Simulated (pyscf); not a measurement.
This saddle point was located with ωB97X-D3(BJ)/def2-SVP in PySCF.

```xyz
15

Ge    -0.2466     0.7650     0.0700
Ge     1.3662    -0.9654    -1.3279
Ge     0.6136     1.0910     2.3241
Ge    -2.5943     0.2019    -0.2419
H      1.6863    -2.4672    -1.2563
H      2.6322    -0.1402    -1.0834
H      0.7149    -0.6280    -2.6717
H      1.7926     0.1367     2.5209
H      1.1264     2.5443     2.4227
H     -0.5055     0.8720     3.3426
H     -3.2871     0.1031     1.1176
H     -2.6651    -1.0999    -1.0418
H     -3.2403     1.3329    -1.0714
Cl    -0.6836    -1.7330     1.4832
H      0.3137    -1.1077     0.0107
```
Charge 0, spin multiplicity 2.

Surface: doublet, charge 0. Lowest wavenumbers (cm⁻¹): 467i, 34, 47, 78, 94.

Task: Name the species on either side of this saddle.

Result: H₃Ge–Ge•(GeH₃)–GeH₃ (SMILES [GeH3][Ge]([GeH3])[GeH3]) + HCl (SMILES Cl) <-> Cl–Ge•(GeH₃)–GeH₃ (SMILES [Cl][Ge]([GeH3])[GeH3]) + GeH₄ (SMILES [GeH4]), a four-centre exchange read from left to right: Ge–Ge, Cl–H broken and Cl–Ge, Ge–H formed. At ωB97M-D3(BJ)/def2-TZVP it lies +31.8 kcal/mol from the left side and +41.4 kcal/mol from the right (each side as separated species at their lowest minima found). One saddle was located; it need not be the lowest between these sides. Elements up to Kr have no core potential and no relativistic terms here.
